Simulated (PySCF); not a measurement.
Choosing a molecule for a target property.

Species are written as SMILES; each is one conformer at its optimised geometry, gas phase (atoms past krypton carry core potentials, spin–orbit coupling is left out). Electronic properties by PySCF.

The conformers computed, where there is a choice (atom-mapped SMILES and torsion angles):
- `[CH3:1][C:2]([CH3:3])([CH3:4])[CH2:5][Br:6]`: C1–C2–C5–Br6 180°

(1) Wanted: lowest singlet excitation above 6.7 eV (TDDFT wB97X-D/def2-SVPD) and HOMO–LUMO gap above 11.2 eV (wB97X-D/def2-SVPD), at PBE0-D3(BJ)/def2-SVP geometries. Which candidate meets both?
A. `CC(C)(C)CBr`
B. `[H][Sn]([H])([CH3])[Br]`
C. `Cl[SiH3]`
D. `N(B(Cl)Cl)(C)C`

Results:

(1) C. Computed values:
```
                species  lowest singlet excitation  HOMO–LUMO gap
[H][Sn]([H])([CH3])[Br]                    5.93 eV       10.51 eV
            CC(C)(C)CBr                    6.28 eV       11.29 eV
         N(B(Cl)Cl)(C)C                    7.07 eV       11.12 eV
               Cl[SiH3]                    7.50 eV       12.37 eV
```
